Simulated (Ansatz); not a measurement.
**AlNH₄ (triplet): wave-function methods side by side at distance Al1–H4 along a hydrogen transfer = 1.809 Å, cc-pVDZ**

The task here is to estimate one member of a computed series from the others.

Computed with Ansatz 0.2.0, Gaussian basis. Level: cc-pVDZ, core rule «outside noble gas», up to 6 orbitals frozen.

Plan: UHF; CCSD(T) on ROHF; CCSD(T) on UHF; BCCD(T) on ROHF; CISD; CCSDT(Q) on ROHF; CCSDT(Q) on UHF; CASSCF and MRCISD+Q, 4 electrons in 4 orbitals; CASSCF and NEVPT2, 4 electrons in 4 orbitals.

5 further runs of the same task are left out: 3 that didn't finish, 2 set aside as unsound or not needed.

## The geometry

The geometry derives from fragments relaxed apart (PBE0/def2-TZVP) and kept rigid, so it is no stationary point. A hydrogen atom is moved between rigid fragments.

6 atoms, charge 0, spin multiplicity 3.

Atoms are counted from 1 here; the program's logs count them from 0.

Bond lengths: Al1–H2 1.586 Å, Al1–H3 1.586 Å, Al1–H4 1.809 Å, N5–H6 1.040 Å. Angles: H2–Al1–H3 120.0°, H2–Al1–H4 120.0°, H3–Al1–H4 120.0°.

Geometry (Å):

```xyz
6
charge 0, multiplicity 3
Al   -1.1476    0.0225    0.0000
H    -1.9405    1.3959    0.0000
H    -1.9405   -1.3509    0.0000
H     0.6614    0.0225    0.0000
N     2.2604    0.0225    0.0000
H     2.5295   -0.9817    0.0000
```

Set-up of the first run:

The input, in.yaml:

```yaml
crystal:
  periodic: [false, false, false]
  atoms:
    - {symbol: Al, position_ang: [-1.147624, 0.022483, 0.000000]}
    - {symbol: H, position_ang: [-1.940548, 1.395868, 0.000000]}
    - {symbol: H, position_ang: [-1.940548, -1.350901, 0.000000]}
    - {symbol: H, position_ang: [0.661376, 0.022483, 0.000000]}
    - {symbol: N, position_ang: [2.260376, 0.022483, 0.000000]}
    - {symbol: H, position_ang: [2.529458, -0.981743, 0.000000]}
basis:
  gaussian: {orbitals: cc-pVDZ}
magnetization: {spin_polarized: true, initial_magnetization: 2}
hamiltonian: {xc: hf}
output: {orbitals: {seedname: orbitals}}
```

Started as:

```
$ ansatz run in.yaml --threads 1 --pin off --events-out ev --progress --plain --max-ram 2393MiB
```

Among the steps run: UHF; CCSD(T) on ROHF; CCSD(T) on UHF; BCCD(T) on ROHF; CISD; CCSDT(Q) on ROHF; CCSDT(Q) on UHF; CASSCF and MRCISD+Q, 4 electrons in 4 orbitals; CASSCF and NEVPT2, 4 electrons in 4 orbitals.

One table of the session follows, with a row left open; its other results are not shown here.

```
       method  from UCCSDT(Q) (kJ/mol)
         ROHF                   +663.2
          UHF                   +636.2
         RMP2                        ?
         UMP2                   +131.7
         CISD                    +66.7
        RCCSD                    +14.9
        UCCSD                    +14.5
     RCCSD(T)                     +3.5
     UCCSD(T)                     +3.4
      BCCD(T)                     +3.4
       RCCSDT                     +0.8
       UCCSDT                     +0.7
    RCCSDT(Q)                     +0.1
    UCCSDT(Q)                        0
  CASSCF pair                   +611.5
  NEVPT2 pair                   +122.6
  MRCISD pair                    +57.1
MRCISD+Q pair                     +5.8
```

Q: Estimate the row for RMP2 from the others.

The run gave: from UCCSDT(Q) (kJ/mol): +133.1. In the column «from UCCSDT(Q) (kJ/mol)» it lies between UMP2 (+131.7) and CASSCF pair (+611.5).

Among the levels timed on like hardware and quicker than the yardstick, those that no quicker one beats, quickest first: NEVPT2 pair (1.5 s, +122.6 kJ/mol); RCCSD(T) (2 s, +3.5 kJ/mol); BCCD(T) (2.9 s, +3.4 kJ/mol).

Caveats from the session: Of the multireference levels listed MRCISD+Q pair comes nearest in total energy (+5.8 kJ/mol), which doesn't show that its space is the better one. Restricted and unrestricted rows rest on different reference determinants; where their highest levels disagree by more than a few hundredths of an eV, they describe different states and don't form one ladder.
